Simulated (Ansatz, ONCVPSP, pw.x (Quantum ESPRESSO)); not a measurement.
# pw.x on bcc Li: one setting changed

Potential: optimised norm-conserving Vanderbilt (ONCV), ONCVPSP 4.0.1.1 (patched build), LDA (Perdew-Wang 92); core [He], reference 2s1; waves: 2s: rc 2.80 bohr, ncon 4, nbas 8, qcut 3 1/bohr, 2 projectors, debl 0.6 Ha; p scattering state at 0.43 Ha: rc 2.30 bohr, ncon 4, nbas 9, qcut 3.9 1/bohr, 2 projectors, debl 1.8 Ha; d scattering state at 0.11 Ha: rc 2.20 bohr, ncon 3, nbas 6, qcut 4.9 1/bohr, 2 projectors, debl 1.8 Ha; local part: polynomial inside 1.55 bohr (lpopt 5, dvloc0 2 Ha); core correction: Teter function fitted to the true core (icmod 2), fcfact 0.65.

The reference run (k-mesh 14³, cutoffs 50/200 Ry, Fermi–Dirac 0.01 Ry, mixing_beta 0.4, conv_thr 1e-9, no spin) gives -0.20 GPa at 19.087 Å³/atom, where all-electron LAPW gives -0.02 GPa. This run, with its own iteration cap, changes mixing_mode to local-TF.

```
&control
  calculation='scf', prefix='x', pseudo_dir='./', outdir='./tmp', tstress=.true., disk_io='none'
/
&system
  ibrav=0, nat=1, ntyp=1, ecutwfc=50, ecutrho=200, nbnd=7,
  occupations='smearing', smearing='fd', degauss=0.01
/
&electrons
  conv_thr=1e-09, mixing_beta=0.4, electron_maxstep=60, mixing_mode='local-TF'
/
ATOMIC_SPECIES
Li 1.0 Li.UPF
CELL_PARAMETERS angstrom
  -1.68354952 1.68354952 1.68354952
  1.68354952 -1.68354952 1.68354952
  1.68354952 1.68354952 -1.68354952
ATOMIC_POSITIONS crystal
Li 0.0000 0.0000 0.0000
K_POINTS automatic
14 14 14 0 0 0
```

```bash
pw.x < Li.scf.in > Li.scf.out
```

Problem. How does the run end?

Solution. It converges in 6 iterations; the free energy moves by +0.0 meV/atom and the pressure by +0.00 GPa. The result is that of the reference run.

```
Message from routine setup:
     using ibrav=0 with symmetry is DISCOURAGED, use correct ibrav instead
     lattice parameter (alat)  =       5.5104  a.u.
     unit-cell volume          =     128.8055 (a.u.)^3
     number of electrons       =         1.00
     number of Kohn-Sham states=            7
     kinetic-energy cutoff     =      50.0000  Ry
     charge density cutoff     =     200.0000  Ry
     scf convergence threshold =      1.0E-09
     Exchange-correlation= SLA  PW   NOGX NOGC
     number of k points=   104  Fermi-Dirac smearing, width (Ry)=  0.0100
     iteration #  1     ecut=    50.00 Ry     beta= 0.40
     total energy              =      -0.68396034 Ry
     estimated scf accuracy    <       0.00019875 Ry
     iteration #  2     ecut=    50.00 Ry     beta= 0.40
     total energy              =      -0.68394429 Ry
     estimated scf accuracy    <       0.00009898 Ry
     iteration #  3     ecut=    50.00 Ry     beta= 0.40
     total energy              =      -0.68394474 Ry
     estimated scf accuracy    <       0.00000018 Ry
     iteration #  4     ecut=    50.00 Ry     beta= 0.40
     total energy              =      -0.68394475 Ry
     estimated scf accuracy    <          1.9E-09 Ry
     iteration #  5     ecut=    50.00 Ry     beta= 0.40
     total energy              =      -0.68394475 Ry
     estimated scf accuracy    <          2.7E-09 Ry
     iteration #  6     ecut=    50.00 Ry     beta= 0.40
     the Fermi energy is     0.5352 ev
!    total energy              =      -0.68394475 Ry
     estimated scf accuracy    <          9.8E-11 Ry
     smearing contrib. (-TS)   =      -0.00220228 Ry
     The total energy is F=E-TS. E is the sum of the following terms:
     one-electron contribution =       0.43316335 Ry
     hartree contribution      =       0.00100755 Ry
     xc contribution           =      -0.54396719 Ry
     ewald contribution        =      -0.57194618 Ry
     convergence has been achieved in   6 iterations
          total   stress  (Ry/bohr**3)                   (kbar)     P=       -1.97
     Message from routine punch:
     Nothing written, as per user request (disk_io='none')
```

The run took about 5.7 s on one core of a shared host (Neoverse-V1, 32 threads, 247 GiB, load 12).
